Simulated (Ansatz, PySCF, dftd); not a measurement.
Species: CH4N, charge 0, doublet. CH4N (SMILES C[NH], doublet).
B3LYP-D3(BJ)/def2-TZVP minimum from Ansatz (a quantum-chemistry and plane-wave program):
```
C
H 1 1.0903
H 1 1.1007 2 108.68
H 1 1.1007 2 108.68 3 -114.61
N 1 1.4368 2 110.64 3 122.69
H 5 1.0259 1 107.09 2 180.00
```
Charge 0, spin multiplicity 2.

Property: enthalpy of formation at 298 K (by atomisation, with ideal-gas terms from PySCF's Hessian at B3LYP-D3(BJ)/def2-TZVP and the atoms' measured values of the G2/97 table; no spin-orbit terms), in kJ/mol. UHF or UKS for unpaired electrons; spin-orbit terms are left out. Cores are frozen in correlated methods. Rows without X2C or -DK are non-relativistic. CBS(X,Y): correlation extrapolated as X^-3, Hartree-Fock from the larger set (Q,5: extrapolated as (X+1)exp(-9√X)). A bracket is a step between two methods taken in the basis named. Functionals run without relativity, which enters their misses. 'core' is core correlation in cc-pwCVTZ, 'X2C' scalar relativity in cc-pVTZ-DK, both at CCSD(T). For partners of very few electrons the exact lower level stands in for a higher one.

```tsv
level	program	enthalpy of formation at 298 K (kJ/mol)	difference against the last row
PBE-D3(BJ)/def2-TZVPD	Ansatz + dftd3	120.4	-57.6
PBE0-D4/def2-TZVPD	Ansatz + dftd4	162.5	-15.5
MP2/cc-pVDZ	Ansatz	357.2	179.2
CCSD/cc-pVTZ	Ansatz	259.5	81.5
CCSD(T)/aug-cc-pVDZ	Ansatz	319.9	141.9
CCSD(T)/cc-pVTZ	Ansatz	236.5	58.5
CCSD(T)/CBS(cc-pVQZ,cc-pV5Z)	Ansatz	183.7	5.7
CCSDT(Q)/cc-pVDZ	Ansatz	347.8	169.8
CCSD(T)/CBS(cc-pVQZ,cc-pV5Z) + [CCSDT(Q) - CCSD(T)]/cc-pVDZ + core + X2C	Ansatz	177.1	-0.9
CCSD(T)/CBS(cc-pVQZ,cc-pV5Z) + [CCSDT(Q) - CCSD(T)]/cc-pVTZ + core + X2C	Ansatz	178.0	0.0
```
